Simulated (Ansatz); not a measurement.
CH, doublet: energies of several shapes or isomers

Computed with Ansatz's Gaussian-basis code (development build). Basis cc-pVDZ, nonrelativistic, 1 orbital frozen in the corrections; active space CAS(5,5). Restricted Hartree–Fock, then the lowest state-specific CASSCF solution met for each case. Single-reference values can break down or jump between states where bonds are stretched. Unlike active orbitals can shift such differences by tenths of an eV, at times by over 1 eV.

Case A: bond length 1.1303 Å.

Case B: bond length 1.0398 Å.

Case C: bond length 1.2207 Å.

Energy less that of case A, in eV:

```tsv
case	RHF/ROHF
B	+0.111
C	+0.136
```

What does SC-NEVPT2 give for these differences?

B: +0.185 eV (4.3 kcal/mol); C: +0.058 eV (1.3 kcal/mol).

Which case is lowest, and do the methods agree?

A is lowest in SC-NEVPT2. Of the methods shown, RHF/ROHF agrees.
